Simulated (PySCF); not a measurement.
# C3H4F2: fields and orbitals

Aim: take C3H4F2 and pull one bond apart with RHF, UHF and CASSCF, compute its lowest excited states and localise its valence orbitals.

Method: levels as typed in each script, gas phase, geometry from GFN2-xTB; program: PySCF 2.14.0.

1 further run of the same task is left out (it didn't finish).

## (1) The system as given

SMILES `F[C@@H]1C[C@H]1F`, 9 atoms, charge 0, spin multiplicity 1.

Bond lengths: F1–C2 1.360 Å, C2–C3 1.499 Å, C2–C4 1.493 Å, C2–H6 1.082 Å, C3–C4 1.499 Å, C3–H7 1.078 Å, C3–H8 1.078 Å, C4–F5 1.360 Å, C4–H9 1.082 Å. Angles: F1–C2–C3 118.3°, F1–C2–C4 117.6°, F1–C2–H6 110.9°, C3–C2–C4 60.1°, C3–C2–H6 121.0°, C4–C2–H6 120.6°, C2–C3–C4 59.8°, C2–C3–H7 118.1°, C2–C3–H8 117.4°, C4–C3–H7 117.3°, C4–C3–H8 118.2°, H7–C3–H8 115.0°, C2–C4–C3 60.1°, C2–C4–F5 117.6°, C2–C4–H9 120.6°, C3–C4–F5 118.3°, C3–C4–H9 121.0°, F5–C4–H9 110.9°.

Coordinates:

```xyz
9
charge 0, multiplicity 1
F    -1.78510    0.48297    0.12408
C    -0.60611    0.10034   -0.43593
C     0.00004   -1.19917   -0.00001
C     0.60609    0.10039    0.43594
F     1.78508    0.48299   -0.12410
H    -0.54338    0.42657   -1.46587
H    -0.52027   -1.77811    0.74626
H     0.52029   -1.77818   -0.74607
H     0.54336    0.42672    1.46586
```

## (2) Stretching a bond (def2-svp)

input.py

```python
import numpy as np
from pyscf import gto, scf, mcscf

mol = gto.M(atom='''
F     -1.78510     0.48297     0.12408
C     -0.60611     0.10034    -0.43593
C      0.00004    -1.19917    -0.00001
C      0.60609     0.10039     0.43594
F      1.78508     0.48299    -0.12410
H     -0.54338     0.42657    -1.46587
H     -0.52027    -1.77811     0.74626
H      0.52029    -1.77818    -0.74607
H      0.54336     0.42672     1.46586
''', basis='def2-svp', charge=0, spin=0, verbose=4)
# stretch the bond between atoms 1 and 2, from long to short, fragments rigid
a, b, move = 0, 1, [1, 2, 3, 4, 5, 6, 7, 8]
xyz = mol.atom_coords(unit='Angstrom')
u = xyz[b] - xyz[a]
r0 = np.linalg.norm(u)
rows, last, dm_u = [], None, None
for r in [3.72, 2.93, 2.39, 2.06, 1.8, 1.6, 1.46, 1.33, 1.22]:
    new = xyz.copy()
    new[move] += u / r0 * (r - r0)
    m = mol.set_geom_(new, unit='Angstrom', inplace=False)
    rhf = scf.RHF(m).density_fit(auxbasis='def2-universal-jkfit').run()
    uhf = scf.UHF(m).density_fit(auxbasis='def2-universal-jkfit').newton()
    if dm_u is None:
        c = rhf.mo_coeff
        h = m.nelectron // 2 - 1
        ca, cb = c.copy(), c.copy()
        ca[:, h], cb[:, h] = (c[:, h] + c[:, h + 1]) / 2**.5, (c[:, h] - c[:, h + 1]) / 2**.5
        dm_u = np.array([x[:, :h + 1] @ x[:, :h + 1].T for x in (ca, cb)])
    uhf.kernel(dm0=dm_u)
    for _ in range(3):
        c, _, stable, _ = uhf.stability(return_status=True)
        if stable:
            break
        uhf.kernel(c, uhf.mo_occ)
    dm_u = uhf.make_rdm1()
    mc = mcscf.CASSCF(rhf, 2, 2)
    mc.natorb = True
    mc.fix_spin_(ss=0)
    guess = mcscf.addons.make_natural_orbitals(uhf)[1] if last is None else mcscf.project_init_guess(mc, last.mo_coeff, last.mol)
    mc.kernel(guess)
    last = mc
    act = slice(mc.ncore, mc.ncore + mc.ncas)
    print('r %.3f  RHF %.6f  UHF %.6f  <S^2> %.3f  CASSCF %.6f  occupations' % (r, rhf.e_tot, uhf.e_tot, uhf.spin_square()[0], mc.e_tot), mc.mo_occ[act].round(4))
    rows.append((new, rhf.e_tot, uhf.e_tot, uhf.spin_square()[0], mc.e_tot, mc.mo_occ[act], mc.mo_coeff[:, act], dm_u[0] - dm_u[1], rhf.converged and uhf.converged and mc.converged))
    np.savez('result.npz', **{k: [row[i] for row in rows] for i, k in enumerate('xyz rhf uhf s2 cas occ c spin ok'.split())})
```

Started as:

```sh
$ OMP_NUM_THREADS=1 python input.py
```

## (4) Excited states (B3LYP/def2-svpd)

input.py

```python
import numpy as np
from pyscf import gto, scf, dft, tdscf
from pyscf.scf import atom_ks, atom_hf
from scipy.linalg import block_diag

def solve(mol, dm0=None, hcore=None):
    mf = (dft.UKS if mol.spin else dft.RKS)(mol, xc='b3lyp')
    mf.grids.level = 3
    mf = mf.density_fit(auxbasis='def2-universal-jkfit')
    mf.conv_tol, mf.max_cycle = 1e-8, 80
    if hcore is not None:
        mf.get_hcore = lambda *args: hcore
    mf.kernel(dm0)
    if not mf.converged:
        mf = mf.newton().run(mf.mo_coeff, mf.mo_occ, max_cycle=30)
    assert mf.converged, 'SCF not converged'
    return mf

mol = gto.M(atom='''
F     -1.78510     0.48297     0.12408
C     -0.60611     0.10034    -0.43593
C      0.00004    -1.19917    -0.00001
C      0.60609     0.10039     0.43594
F      1.78508     0.48299    -0.12410
H     -0.54338     0.42657    -1.46587
H     -0.52027    -1.77811     0.74626
H      0.52029    -1.77818    -0.74607
H      0.54336     0.42672     1.46586
''', basis='def2-svpd', charge=0, spin=0, verbose=4)
mf = solve(mol)
td = mf.TDA()
td.nstates, td.singlet, td.conv_tol = 4, True, 1e-5
td.kernel()
td.analyze()
x, y = np.array([p[0] for p in td.xy]), np.array([p[1] + 0 * p[0] for p in td.xy])
f, mu = td.oscillator_strength(), td.transition_dipole()
nto = [td.get_nto(state=i + 1, verbose=4) for i in range(len(td.e))]
# spherically averaged free atoms, for the promolecule
atm = atom_ks.get_atm_nrks(mol, xc='b3lyp')
pro = block_diag(*[(atm[a[0]][2] * atm[a[0]][3]) @ atm[a[0]][2].T for a in mol._atom])
np.savez('result.npz', e=td.e, f=f, ok=td.converged, w=[n[0] for n in nto], nto=[n[1] for n in nto], x=x, y=y, c=mf.mo_coeff, occ=mf.mo_occ, eps=mf.mo_energy, pro=pro, mu=mu)
```

## (6) Localised orbitals (PBE/def2-svp)

input.py

```python
import numpy as np
from pyscf import gto, scf, dft, lo
from pyscf.data.elements import chemcore

def solve(mol, dm0=None, hcore=None):
    mf = (dft.UKS if mol.spin else dft.RKS)(mol, xc='pbe')
    mf.grids.level = 3
    mf = mf.density_fit(auxbasis='def2-universal-jkfit')
    mf.conv_tol, mf.max_cycle = 1e-8, 80
    if hcore is not None:
        mf.get_hcore = lambda *args: hcore
    mf.kernel(dm0)
    if not mf.converged:
        mf = mf.newton().run(mf.mo_coeff, mf.mo_occ, max_cycle=30)
    assert mf.converged, 'SCF not converged'
    return mf

mol = gto.M(atom='''
F     -1.78510     0.48297     0.12408
C     -0.60611     0.10034    -0.43593
C      0.00004    -1.19917    -0.00001
C      0.60609     0.10039     0.43594
F      1.78508     0.48299    -0.12410
H     -0.54338     0.42657    -1.46587
H     -0.52027    -1.77811     0.74626
H      0.52029    -1.77818    -0.74607
H      0.54336     0.42672     1.46586
''', basis='def2-svp', charge=0, spin=0, verbose=4)
mf = solve(mol)
occ_all = mf.mo_coeff[:, mf.mo_occ > 0]
occ = occ_all[:, chemcore(mol):]
loc = lo.ibo.ibo(mol, occ, iaos=lo.iao.iao(mol, occ_all))
fock, s = mf.get_fock(), mf.get_ovlp()
ortho = lo.orth_ao(mol, 'meta_lowdin')
ortho = lo.vec_lowdin(lo.iao.iao(mol, occ_all), s)
labels = lo.iao.reference_mol(mol).ao_labels(fmt=None)
vir = lo.vvo.livvo(mol, occ_all, mf.mo_coeff[:, mf.mo_occ == 0])
both = np.hstack([loc, vir])
p = (ortho.T @ s @ both) ** 2
pop = np.array([p[[l[0] == a for l in labels]].sum(0) for a in range(mol.natm)])
spd = np.array([[p[[l[0] == a and l[2][-1] == k for l in labels]].sum(0) for k in 'spd'] for a in range(mol.natm)])
eps = np.einsum('pi,pq,qi->i', both, fock, both)
for i in np.argsort(eps):
    top = np.argsort(-pop[:, i])[:3]
    print('%3d %s %9.4f Eh ' % (i + 1, 'occ' if i < loc.shape[1] else 'vir', eps[i]), '  '.join('%s%d %.3f' % (mol.atom_symbol(a), a + 1, pop[a, i]) for a in top))
np.savez('result.npz', c=both, nocc=loc.shape[1], pop=pop, spd=spd, eps=eps, e=mf.e_tot)
```

(Steps that only read results are left out.)

What does the calculation give? Wanted: lowest singlet excitation.

The runs gave:

| quantity | value |
| --- | --- |
| cost of the stretch to 3.7 Å, CASSCF and RHF (def2-svp) | 4.2 and 8.7 eV |
| lowest singlet excitation (B3LYP/def2-svpd) | 7.45 eV |
| localised occupied orbitals above −45 eV (PBE/def2-svp) | 15 |

In words: RHF rises too steeply at long distance, since it keeps both electrons in one orbital and so mixes in ionic fragments. The geometry was not optimised at these levels.
